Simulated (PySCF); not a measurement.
EPR parameters of CH2BF

CH2BF (triplet state).
Numbering: `[BH2:1][C:2][F:3]` (hydrogens: H4, H5 on B1)

Cartesian coordinates in Å at the PBE0-D3(BJ)/def2-SVP level; atoms count from 1:
```xyz
5
CH2BF angstrom
B     -0.571   -0.025    0.002
C      0.868   -0.488   -0.031
F      1.956    0.202   -0.034
H     -0.786    1.164    0.032
H     -1.449   -0.848   -0.002
```

The hyperfine couplings belong to this conformer and change with its torsions.

Theory: UKS B3LYP, IGLO-III on B C F, pcH-1 on H, non-relativistic, mean-field spin-orbit, GIAO in PySCF 2.14.0. One conformer (not necessarily the lowest) at the PBE0-D3(BJ)/def2-SVP geometry, without solvent, vibrations or thermal averaging. This triplet need not be the ground state; the singlet was not compared here.

- g1, g2, g3: 2.00170, 2.00295, 2.00344
- g_iso: 2.00270
- Form of g: rhombic: the two nearest values differ by 28 % of g3 − g1
- ⟨S²⟩: 2.0041 (exact 2.0000)
- Total energy: -163.93386 Eh

Hyperfine couplings atom by atom, in MHz; T1 to T3 are the principal values of the dipolar part:

```tsv
atom	isotope	a_iso	T1	T2	T3	Mulliken spin population
B1	11B	37.8	-13.4	3.8	9.5	0.35
C2	13C	204.8	-66.7	22.9	43.8	1.52
F3	19F	202.6	-231.7	94.8	136.9	0.11
H4	1H	41.5	-5.6	-4.1	9.7	0.04
H5	1H	-5.3	-6.9	-4.3	11.2	-0.01
```

The Mulliken spin populations are largest on C2 (+1.52), B1 (+0.35) and F3 (+0.11).

Axes: g1 points within 6° of the C2–F3 bond and g3 is normal to the molecular plane.

The 13C coupling of C2 (204.8 MHz) shows only in satellite lines or after enrichment, since that isotope makes up about 1.07 % of natural carbon.

β density exceeds α density at some nuclei, such as H5 (-0.0024), spin density in bohr⁻³. In a single determinant that takes different orbitals for the two spins, that is spin polarisation.

On x86-64 server, one thread, shared host, this took 16 s wall.
